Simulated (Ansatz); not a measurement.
Consider the hydrogenolysis of a Mg–O bond: `[OH][Mg][SH]` + H₂ → `[MgH][SH]` + H₂O.

Calculated with Ansatz (gas phase, PBE0-D4/def2-TZVP geometries, no zero-point term in ΔE). CBS: MP2 limit from def2 TZ/QZ plus the TZ coupled-cluster correction, frozen cores. This one scheme is used for every species. DFT in def2-TZVPP. For Mg outer-core shells are correlated without core-valence functions, which leaves a few kJ/mol of doubt a bond. One conformer a species, not always the lowest.

CCSD(T)/CBS gives +24.4 kcal/mol.

(1) Another level gave +25.4 kcal/mol. Which?
A. HF/def2-TZVPP
B. BHLYP-D4/def2-TZVPP
C. MP2/def2-TZVPP
D. B97M-V/def2-TZVPP

Largest T1 diagnostic among the species: 0.010.

Answers

(1) C. MP2/def2-TZVPP 25.4, B97M-V 17.7, HF/def2-TZVPP 20.0, BHLYP-D4 22.6 kcal/mol.

In def2-TZVPP, CCSD(T) changes the Hartree–Fock value by +2.5 kcal/mol (the triples alone add +0.4 kcal/mol) and MP2 by +5.4 kcal/mol. From r2SCAN to r2SCAN0 (25 % exact exchange), in def2-TZVPP and without D4, ΔE moves by −1.2 kcal/mol. Leaving LDA and LC-ωPBE aside and taking each functional with its dispersion term where it has one, the values, not all of them listed here, spread over 6.7 kcal/mol, from B97M-V to r2SCAN-D4. LDA lies −0.7 kcal/mol from PBE without D4.
